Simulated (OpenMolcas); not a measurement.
# quartet Si3H7 at 5 levels

Wanted: a comparison of 5 runs (U-r2SCAN/cc-pVDZ, UBLYP/cc-pVDZ, USVWN5/cc-pVDZ, UTPSS/cc-pVDZ, ROCCSD(T)/cc-pVDZ) of quartet Si3H7. 

The calculation is run with OpenMolcas 26.06.

1 further run of the same task is left out (set aside as unsound or not needed).

**1. The structure to begin with**

The species is Si3H7 (10 atoms), meant as a quartet with charge 0. As SMILES of the parent species, `[SiH3][SiH][SiH3]`. Geometry: relaxed at PBE0-D4/def2-TZVP. That shape belongs to the parent species and isn't relaxed for this state.

Bond lengths: Si1–Si2 2.324 Å, Si2–Si3 2.324 Å, Si1–H4 1.487 Å, Si1–H5 1.487 Å, Si1–H6 1.490 Å, Si2–H7 1.491 Å, Si3–H8 1.487 Å, Si3–H9 1.490 Å, Si3–H10 1.487 Å. Some angles: Si1–Si2–Si3 117.3°, Si1–Si2–H7 113.2°, Si3–Si2–H7 113.2°, Si2–Si1–H4 108.6°, Si2–Si1–H5 110.1°, Si2–Si1–H6 112.2°, Si2–Si3–H8 108.6°, Si2–Si3–H9 112.2°, Si2–Si3–H10 110.1°, H4–Si1–H5 109.1°.

**2. A single-point energy at U-r2SCAN/cc-pVDZ (run 1)**

struct.xyz reads:

```xyz
10

Si    -1.326900     0.854900    -1.209200
Si     0.719400    -0.131600    -0.719600
Si     1.000400    -1.003300     1.416100
H     -2.411900    -0.065200    -0.777100
H     -1.443700     1.089800    -2.673000
H     -1.505500     2.157900    -0.508900
H      1.885800     0.672200    -1.184600
H     -0.178100    -1.849500     1.741300
H      1.115000     0.064100     2.449300
H      2.228500    -1.840300     1.468800
```

test.inp reads:

```
* H7Si3 Kohn-Sham DFT
>>> EXPORT MOLCAS_PRINT=2
&GATEWAY
BasLib=$CurrDir
Coord=struct.xyz
Basis=cc-pVDZ
Group=NoSym
&SEWARD
GridInput
Grid=UltraFine
End of Grid
&SCF
UHF
Spin=4
KSDFT=2
1.0 MGGA_X_R2SCAN
1.0 MGGA_C_R2SCAN
Thresholds=1e-10 1e-07 1e-07 1e-05
PrOrbitals=0
```

The basis set cc-pVDZ is read from a file made from the Basis Set Exchange's data (not shown).

The run is started by

```console
$ export MOLCAS_MEM=1860
$ pymolcas test.inp > test.log
```

The program printed:

```text
--- Start Module: gateway ---
[...]
--- Stop Module: gateway /rc=_RC_ALL_IS_WELL_ ---
--- Start Module: seward ---
[...]
      Basis functions           89
--- Stop Module: seward /rc=_RC_ALL_IS_WELL_ ---
[...]
--- Start Module: scf ---
[...]
       Convergence after  20 Iterations
[...]
::    Total KS-DFT energy                            -872.3220500256
[...]
      Total spin, S                                     1.5022906797
[...]
      Total electronic charge=   49.000000
      Total            charge=   -0.000000
[...]
      Dipole Moment (debye):
      Origin of the operator (angstrom)=    0.1174   -0.0836   -0.1519
                   X=  5.7315E-02               Y= -2.4898E-02               Z= -6.8070E-02           Total=  9.2403E-02
      Quadrupole Moment (debye*angstrom):
[...]
--- Stop Module: scf /rc=_RC_ALL_IS_WELL_ ---
[...]
```

It took 74 s on 1 thread of Intel Xeon 6975P-C (Granite Rapids), shared host; peak memory 0.49 GiB.

**3. A single-point energy at UBLYP/cc-pVDZ (run 2)**

calc.inp reads:

```
* H7Si3 Kohn-Sham DFT
>>> EXPORT MOLCAS_PRINT=2
&GATEWAY
BasLib=$CurrDir
Coord
10
angstrom
Si      -1.326900       0.854900      -1.209200
Si       0.719400      -0.131600      -0.719600
Si       1.000400      -1.003300       1.416100
H       -2.411900      -0.065200      -0.777100
H       -1.443700       1.089800      -2.673000
H       -1.505500       2.157900      -0.508900
H        1.885800       0.672200      -1.184600
H       -0.178100      -1.849500       1.741300
H        1.115000       0.064100       2.449300
H        2.228500      -1.840300       1.468800
Basis=cc-pVDZ
Group=NoSym
&SEWARD
GridInput
Grid=UltraFine
End of Grid
&SCF
UHF
Spin=4
KSDFT=BLYP
Thresholds=1e-10 1e-07 1e-07 1e-05
PrOrbitals=1 1
```

The basis set cc-pVDZ is read from a file made from the Basis Set Exchange's data (not shown).

The run is started by

```console
$ export MOLCAS_MEM=1860
$ pymolcas calc.inp > calc.log
```

The program printed:

```text
--- Start Module: gateway ---
[...]
--- Stop Module: gateway /rc=_RC_ALL_IS_WELL_ ---
--- Start Module: seward ---
[...]
      Basis functions           89
--- Stop Module: seward /rc=_RC_ALL_IS_WELL_ ---
[...]
--- Start Module: scf ---
[...]
       Convergence after  20 Iterations
[...]
::    Total KS-DFT energy                            -872.3696601623
[...]
      Total spin, S                                     1.5009959265
[...]
      Total electronic charge=   49.000000
      Total            charge=   -0.000000
[...]
      Dipole Moment (debye):
      Origin of the operator (angstrom)=    0.1174   -0.0836   -0.1519
                   X=  8.8457E-02               Y= -3.8867E-02               Z= -1.0559E-01           Total=  1.4312E-01
      Quadrupole Moment (debye*angstrom):
[...]
--- Stop Module: scf /rc=_RC_ALL_IS_WELL_ ---
[...]
```

Run time: 47 s. Hardware: 1 thread of Intel Xeon 6975P-C (Granite Rapids), shared host; peak memory 0.49 GiB.

Runs 3 to 4 aren't shown in full; the table further down has their settings and results.

**4. The energy at ROCCSD(T)/cc-pVDZ (run 5)**

test.input reads:

```
* H7Si3 CCSD(T)
>>> EXPORT MOLCAS_PRINT=2
&GATEWAY
BasLib
$CurrDir
Coord
10
angstrom
Si      -1.326900       0.854900      -1.209200
Si       0.719400      -0.131600      -0.719600
Si       1.000400      -1.003300       1.416100
H       -2.411900      -0.065200      -0.777100
H       -1.443700       1.089800      -2.673000
H       -1.505500       2.157900      -0.508900
H        1.885800       0.672200      -1.184600
H       -0.178100      -1.849500       1.741300
H        1.115000       0.064100       2.449300
H        2.228500      -1.840300       1.468800
Basis
cc-pVDZ
Group
NoSym
&SEWARD
&SCF
UHF
Spin
4
Thresholds
1e-10 1e-07 1e-07 1e-05
PrOrbitals
1 1
&RASSCF
FileOrb
$Project.UnaOrb
Spin
4
Nactel
3 0 0
Inactive
23
Ras2
3
OutOrbitals
Canonical
OrbListing
Few
&MOTRA
JobIph
Frozen
15
&CCSDT
CCT
Triples
3
Iterations
80
Accuracy
1e-08
Extrapolation
5 4
```

The basis set cc-pVDZ is read from a file made from the Basis Set Exchange's data (not shown).

The run is started by

```console
$ export MOLCAS_MEM=1860
$ pymolcas test.input > test.log
```

The program printed:

```text
--- Start Module: gateway ---
[...]
--- Stop Module: gateway /rc=_RC_ALL_IS_WELL_ ---
[...]
      Basis functions           89
[...]
       Convergence after  64 Iterations
[...]
::    Total SCF energy                               -870.5956553916
[...]
      Total spin, S                                     1.5038174861
[...]
      Number of active orbitals                  3
[...]
      Spin quantum number                      1.5
[...]
      Active orbitals                            3
[...]
      Number of CSFs                             1
[...]
      Number of root(s) required                 1
[...]
      Convergence after 13 iterations
[...]
      printout of CI-coefficients larger than  0.05 for root  1
      energy=    -870.591395
      conf/sym  111     Coeff  Weight
             1  uuu   1.00000 1.00000
      Natural orbitals and occupation numbers for root  1
      sym 1:   1.000000   1.000000   1.000000
      ************************************************************************************************************************
      *                                                    Final results                                                     *
[...]
::    RASSCF root number  1 Total energy:   -870.59139473
[...]
      Total electronic charge=   49.000000
      Total            charge=   -0.000000
[...]
      Dipole Moment (debye):
      Origin of the operator (angstrom)=    0.1174   -0.0836   -0.1519
                   X=  4.0550E-02               Y=  4.5235E-02               Z= -4.4226E-03           Total=  6.0911E-02
      Quadrupole Moment (debye*angstrom):
[...]
--- Start Module: motra ---
[...]
      *** WARNING: Default frozen orbitals is overwritten by user input.
      *** Default values:   6
[...]
--- Stop Module: motra /rc=_RC_ALL_IS_WELL_ ---
--- Start Module: ccsdt ---
[...]
      Convergence after                    30  Iterations
      Total energy (diff) :    -870.95550810      -0.00000001
[...]
 METHOD                       : CCSD+T(CCSD)+<T3(1)WT1>+<T3(1)UT2> = CCSD(T)
[...]
       CCSD     =      -870.9555080991468
[...]
--- Stop Module: ccsdt /rc=_RC_ALL_IS_WELL_ ---
[...]
```

Run time: 47 s. Hardware: 1 thread of Intel Xeon 6975P-C (Granite Rapids), shared host; peak memory 0.49 GiB.

**5. The series**

```tsv
run	level	integration grid	frozen core orbitals	energy (Eh)	dipole moment (D)	HOMO energy (eV)	⟨S²⟩	wall time
1	U-r2SCAN/cc-pVDZ	UltraFine	–	-872.322050	0.09	-1.66	3.759	74 s
2	UBLYP/cc-pVDZ	UltraFine	–	-872.369660	0.14	-1.29	3.754	47 s
3	USVWN5/cc-pVDZ	UltraFine	–	-868.858625	0.14	-1.56	3.754	26 s
4	UTPSS/cc-pVDZ	UltraFine	–	-872.496783	0.11	-1.60	3.756	78 s
5	ROCCSD(T)/cc-pVDZ	–	15	-870.966659	–	–	–	47 s
```

**6. What came out**

| quantity | value |
| --- | --- |
| run 5: total energy | -870.96666 Eh |
| run 5: (T) correction | -11.15 mEh |

**Reading.** Over runs 1, 2, 3, 4 the dipole moment (its size) runs from 0.09 D (U-r2SCAN/cc-pVDZ) to 0.14 D (UBLYP/cc-pVDZ). Totals of different functionals can't be ranked against each other. All runs together took 4.5 min, the longest 78 s.
